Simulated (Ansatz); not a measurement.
Molecule: CH₂, net charge 0, triplet state. SMILES: [CH2]
Structure (B3LYP-D3(BJ)/def2-TZVP (Ansatz, a first-principles code) minimum search):
```xyz
3

C      0.0094     0.0032     0.1026
H     -0.0192     0.9863    -0.3393
H     -0.0373    -1.0052    -0.2764
```
Charge 0, spin multiplicity 3.

Wanted: enthalpy of formation at 298 K, in kcal/mol. Conventions: no spin-orbit coupling; six Cartesian d functions in 6-31G* and its kin unless marked 5d; UHF or UKS for open shells; non-relativistic; no dispersion term unless named. Ab initio and DFT rows: single points at B3LYP-D3(BJ) geometries (Ansatz), with unscaled harmonic terms from B3LYP/6-31G* at its own minima, enthalpies of formation by atomisation with measured atoms.

```
species                coefficient  E at B3LYP/6-31G* (Ansatz), Eh  E at PBE0/def2-TZVPD (Ansatz), Eh  H(298 K) - E, kcal/mol
---------------------  -----------  ------------------------------  ---------------------------------  ----------------------
[CH2] (CH2) (triplet)           +1                       -39.14996                          -39.11571                   13.31
C atom                          -1                       -37.84628                          -37.80543                       -
H atom                          -2                        -0.50027                           -0.50104                       -
```

The atoms take no thermal term, since their enthalpies of formation at 0 K are used: the result is the sum of coefficient times E, plus the molecule's thermal term, plus number times (enthalpy of formation minus H(298) - H(0)) over the atoms. Measured values of the atoms (G2/97 table in ASE), kcal/mol:

```json
[
 {"atom": "C", "number": "1", "enthalpy of formation of the gas at 0 K": "169.98", "H(298) - H(0) of the element's standard state": "0.25"},
 {"atom": "H", "number": "2", "enthalpy of formation of the gas at 0 K": "51.63", "H(298) - H(0) of the element's standard state": "1.01"}
]
```

Measured values: G2/97 table in ASE (Curtiss et al.); they hold spin-orbit and core effects, anharmonicity.  Value to compare with, the measured value: 93.7 kcal/mol. 1 Eh = 627.5095 kcal/mol.

Problem. Compute it at each level from the table, and compare with the measured value.

Solution. 
- B3LYP/6-31G*: the sum of coefficient times E is -0.30314 Eh, or -190.22 kcal/mol; the thermal terms add 13.31; the atoms' measured terms add 270.97. Result: 94.1 kcal/mol. Its error against the measured value is 0.4 kcal/mol.
- PBE0/def2-TZVPD: the sum of coefficient times E is -0.30820 Eh, or -193.40 kcal/mol; the thermal terms add 13.31; the atoms' measured terms add 270.97. Result: 90.9 kcal/mol. Its error against the measured value is -2.8 kcal/mol.
